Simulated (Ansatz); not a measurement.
Reaction (SMILES): [C-]#[S+] (C-S) → C atom + S atom
B3LYP-D3(BJ)/def2-TZVP geometries, fixed; electronic energies without zero-point terms.
Largest species:
```
C
S 1 1.5320
```

Energies in hartree at MP2 with Ansatz (a program for electronic structure); the atomisation energy is their sum with the coefficients shown, times 627.509 kcal/mol a hartree. All functions are spherical. Cores are frozen. Open shells are unrestricted. No added dispersion term, no relativity.

```json
[
 {"species": "[C-]#[S+] (C-S)", "coefficient": "-1", "part": "Hartree-Fock", "aug-cc-pV(D+d)Z": "-435.33888", "aug-cc-pV(T+d)Z": "-435.35620", "aug-cc-pV(Q+d)Z": "-435.36134"},
 {"species": "[C-]#[S+] (C-S)", "coefficient": "-1", "part": "correlation", "aug-cc-pV(D+d)Z": "-0.25510", "aug-cc-pV(T+d)Z": "-0.30762", "aug-cc-pV(Q+d)Z": "-0.32755"},
 {"species": "C atom", "coefficient": "+1", "part": "Hartree-Fock", "aug-cc-pV(D+d)Z": "-37.68776", "aug-cc-pV(T+d)Z": "-37.69181", "aug-cc-pV(Q+d)Z": "-37.69335"},
 {"species": "C atom", "coefficient": "+1", "part": "correlation", "aug-cc-pV(D+d)Z": "-0.05370", "aug-cc-pV(T+d)Z": "-0.06775", "aug-cc-pV(Q+d)Z": "-0.07252"},
 {"species": "S atom", "coefficient": "+1", "part": "Hartree-Fock", "aug-cc-pV(D+d)Z": "-397.49897", "aug-cc-pV(T+d)Z": "-397.50998", "aug-cc-pV(Q+d)Z": "-397.51275"},
 {"species": "S atom", "coefficient": "+1", "part": "correlation", "aug-cc-pV(D+d)Z": "-0.09191", "aug-cc-pV(T+d)Z": "-0.11874", "aug-cc-pV(Q+d)Z": "-0.12857"}
]
```

Task: Predict the atomisation energy in aug-cc-pV(5+d)Z (X = 5): let each Hartree-Fock step shrink by the ratio of the last two, and fit each correlation energy at X = 3 and 4 to E + A/X^3. Compare with the run.

Result: 
- [C-]#[S+] (C-S): steps -0.01732 and -0.00514, ratio 0.297, so Hartree-Fock -435.36287 (run: -435.36225); A = (-0.30762 - (-0.32755))/(1/27 - 1/64) = 0.9308, correlation -0.32755 - A/64 + A/125 = -0.33465 (run: -0.33632).
- C atom: steps -0.00405 and -0.00154, ratio 0.380, so Hartree-Fock -37.69394 (run: -37.69369); A = (-0.06775 - (-0.07252))/(1/27 - 1/64) = 0.2228, correlation -0.07252 - A/64 + A/125 = -0.07422 (run: -0.07442).
- S atom: steps -0.01101 and -0.00277, ratio 0.252, so Hartree-Fock -397.51345 (run: -397.51322); A = (-0.11874 - (-0.12857))/(1/27 - 1/64) = 0.4591, correlation -0.12857 - A/64 + A/125 = -0.13207 (run: -0.13309).
Predicted 178.11 kcal/mol; the run in aug-cc-pV(5+d)Z gives 178.31, a miss of -0.19. Keeping the value in aug-cc-pV(Q+d)Z, 176.77, would miss by -1.54. All sums are of the energies as printed.
